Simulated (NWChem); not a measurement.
**One shape, several levels: N2H3 (hydrazinyl radical)**

Wanted: a comparison of 5 runs (UHF/STO-3G, UHF/6-311G**, UB3LYP/6-31G*, UPBE0/def2-SVP, UCCSD(T)/def2-TZVP) of N2H3 (hydrazinyl radical). 

The results are computed with NWChem 7.3.0.

## (1) Starting point

The species is N2H3 (5 atoms), meant as a doublet with charge 0. As SMILES, `[NH]N`. The shape is that of a PBE0-D4/def2-TZVP optimisation. This is one conformer, not always the lowest.

Bond lengths: N1–N2 1.338 Å, N1–H3 1.021 Å, N2–H4 1.008 Å, N2–H5 1.012 Å. Angles: N1–N2–H4 113.9°, N1–N2–H5 120.9°, N2–N1–H3 106.1°, H4–N2–H5 114.6°.

## (2) Energy and forces at UHF/STO-3G (run 1)

Contents of h3n2.nw:

```
start h3n2
title "H3N2"
memory 2200 mb
charge 0
geometry units angstroms noautosym nocenter noautoz
   N     -0.187600    -0.818050     0.454040
   N     -0.128660     0.235610    -0.368450
   H      0.759840    -0.951450     0.811270
   H     -1.030950     0.592300    -0.640030
   H      0.587360     0.941580    -0.256830
end
basis spherical bse
   * library STO-3G
end
scf
   nopen 1
   uhf
   thresh 1e-08
   maxiter 80
end
task scf gradient
```

The run is started by

```console
nwchem h3n2.nw > h3n2.out
```

The log of the run:

```text
[...]
  functions       =    13
[...]
  wavefunction    = UHF
[...]
         Total SCF energy =   -109.144474843222
      One electron energy =   -221.655073308610
      Two electron energy =     75.782601121381
 Nuclear repulsion energy =     36.727997344007
                       Sz =      0.5000
                 Sz(Sz+1) =      0.7500
                      S^2 =      0.7553
[...]
                         UHF ENERGY GRADIENTS
    atom               coordinates                        gradient
                 x          y          z           x          y          z
   1 N      -0.354513  -1.545890   0.858011    0.043500   0.059710  -0.040169
   2 N      -0.243132   0.445238  -0.696270   -0.014328  -0.038739   0.052647
   3 H       1.435889  -1.797980   1.533078   -0.035818   0.000474  -0.009469
   4 H      -1.948213   1.119285  -1.209481    0.014433  -0.009138   0.001895
   5 H       1.109949   1.779328  -0.485338   -0.007787  -0.012307  -0.004904
[...]
```

Run time: 0.66 s. Hardware: 1 thread of Intel Xeon 6975P-C (Granite Rapids), shared host; peak memory 0.1 GiB.

## (3) Energy and forces at UHF/6-311G(d,p) (run 2)

Contents of m1.nw:

```
start m1
title "H3N2 gradient"
memory total 2200 mb

geometry noautosym nocenter noautoz
  N       -0.187600      -0.818050       0.454040
  N       -0.128660       0.235610      -0.368450
  H        0.759840      -0.951450       0.811270
  H       -1.030950       0.592300      -0.640030
  H        0.587360       0.941580      -0.256830
end

basis spherical bse
  * library 6-311G**
end

scf
  doublet
  uhf
  thresh 1e-08
  maxiter 80
  noprint "final vectors analysis"
end

task scf gradient
```

The run is started by

```console
nwchem m1.nw > m1.out
```

The log of the run:

```text
[...]
  functions       =    54
[...]
  wavefunction    = UHF
[...]
         Total SCF energy =   -110.607552213413
      One electron energy =   -222.880490070041
      Two electron energy =     75.544940512621
 Nuclear repulsion energy =     36.727997344007
                       Sz =      0.5000
                 Sz(Sz+1) =      0.7500
                      S^2 =      0.7627
[...]
                         UHF ENERGY GRADIENTS
    atom               coordinates                        gradient
                 x          y          z           x          y          z
   1 N      -0.354513  -1.545890   0.858011   -0.012669   0.002416  -0.008183
   2 N      -0.243132   0.445238  -0.696270    0.002452  -0.015536   0.011079
   3 H       1.435889  -1.797980   1.533078    0.011480  -0.000801   0.003835
   4 H      -1.948213   1.119285  -1.209481   -0.011578   0.003856  -0.005159
   5 H       1.109949   1.779328  -0.485338    0.010315   0.010066  -0.001573
[...]
```

Run time: 3.6 s. Hardware: 1 thread of Intel Xeon 6975P-C (Granite Rapids), shared host; peak memory 0.1 GiB.

Runs 3 to 4 aren't shown in full; the table further down has their settings and results.

## (4) A single-point energy at UCCSD(T)/def2-TZVP (run 5)

Contents of run.py:

```python
from ase import Atoms
from ase.calculators.nwchem import NWChem

mol = Atoms(['N', 'N', 'H', 'H', 'H'], positions=[
    [-0.187600, -0.818050, 0.454040],
    [-0.128660, 0.235610, -0.368450],
    [0.759840, -0.951450, 0.811270],
    [-1.030950, 0.592300, -0.640030],
    [0.587360, 0.941580, -0.256830],
])

calc = NWChem(
    label='run',
    theory='tce',
    memory='stack 330 mb heap 110 mb global 1760 mb',
    basis='def2-TZVP',
    basispar='spherical bse',
    scf={'nopen': '1', 'uhf': None, 'thresh': '1e-08', 'maxiter': '80'},
    tce={'scf': None, 'ccsd(t)': None, 'freeze': 'core 2', 'maxiter': '60'},
    task='energy',
)
mol.calc = calc

print(f"energy = {mol.get_potential_energy():.6f} eV")
```

The run is started by

```console
export ASE_NWCHEM_COMMAND="nwchem PREFIX.nwi > PREFIX.nwo"
python run.py
```

The log of the run:

```text
energy = -3021.841907 eV
```

The calculator wrote run.nwi:

```
title "run"

permanent_dir run

scratch_dir run

start run

geometry units angstrom nocenter noautosym noautoz
  N  -1.8759999999999999e-01 -8.1805000000000005e-01 4.5404000000000000e-01
  N  -1.2866000000000000e-01 2.3561000000000001e-01 -3.6845000000000000e-01
  H  7.5983999999999996e-01 -9.5145000000000002e-01 8.1127000000000005e-01
  H  -1.0309500000000000e+00 5.9230000000000005e-01 -6.4002999999999999e-01
  H  5.8735999999999999e-01 9.4157999999999997e-01 -2.5683000000000000e-01
end

memory stack 330 mb heap 110 mb global 1760 mb

basis spherical bse noprint
   * library def2-TZVP
end

scf
  nopen 1
  uhf
  thresh 1e-08
  maxiter 80
end
tce
  scf
  ccsd(t)
  freeze core 2
  maxiter 60
end

task tce energy
```

run.nwo:

```text
Northwest Computational Chemistry Package (NWChem) 7.3.0
             --------------------------------------------------------

           Job information
           ---------------

    nwchem branch   = 7.3.0
    use scalapack   = T
    input           = run.nwi
    prefix          = run.
    data base       = run/run.db
    status          = startup
    nproc           =        1

           Memory information
           ------------------

[... 5 lines left out ...]
    hardfail = no
[... 122 lines left out ...]
         Quadratically convergent UHF
[... 18 lines left out ...]
         Total SCF energy =   -110.623727635742
[... 2 lines left out ...]
 Nuclear repulsion energy =     36.727997344007
[... 55 lines left out ...]
                    UHF Final Alpha Molecular Orbital Analysis
[... 501 lines left out ...]
 CCSD total energy / hartree       =      -111.035640495167925
[... 12 lines left out ...]
 CCSD[T]  correction energy / hartree =        -0.015774523127458
 CCSD[T] correlation energy / hartree =        -0.427687382553349
 CCSD[T] total energy / hartree       =      -111.051415018295387
 CCSD(T)  correction energy / hartree =        -0.015002211461047
 CCSD(T) correlation energy / hartree =        -0.426915070886937
 CCSD(T) total energy / hartree       =      -111.050642706628977

 Task  times  cpu:       63.2s     wall:       63.2s
 Total times  cpu:       63.2s     wall:       63.2s
```

It took 64 s on 1 thread of Intel Xeon 6975P-C (Granite Rapids), shared host; peak memory 1.3 GiB.

## (5) Overview of the runs

```
run                                level  iteration cap  module  energy (Eh)  dipole moment (D) of the reference  HOMO energy (eV)  LUMO energy (eV)  wall time
  1                           UHF/STO-3G             80     scf  -109.144475                                2.16             -7.60              9.50     0.66 s
  2                         UHF/6-311G**             80     scf  -110.607552                                2.43                 –                 –      3.6 s
  3  UB3LYP/6-31G* (spherical functions)            100     dft  -111.220023                                2.67             -4.68             -0.44      9.6 s
  4                       UPBE0/def2-SVP            100     dft  -111.016869                                2.65             -5.11             -0.13       12 s
  5                   UCCSD(T)/def2-TZVP             80     tce  -111.050643                                   –             -9.72              3.50       64 s
```

## (6) Summary of results

```
                                                         quantity          value
                                              run 5: total energy  -111.05064 Eh
run 5: HOMO energy (Hartree–Fock orbitals) (highest over α and β)       -9.72 eV
 run 5: LUMO energy (Hartree–Fock orbitals) (lowest over α and β)        3.50 eV
               run 5: correlation energy (2 core orbitals frozen)     -426.9 mEh
                                            run 5: (T) correction     -15.00 mEh
                         run 5: ⟨S²⟩ of the reference determinant          0.766
```

**Reading.** Over runs 1, 2, 3, 4 the dipole moment (its size) runs from 2.16 D (UHF/STO-3G) to 2.67 D (UB3LYP/6-31G*). The two ends differ in method and basis. Totals of different functionals can't be ranked against each other. In run 1 the basis is minimal, so the values are rough. All runs together took 90 s, the longest 64 s.
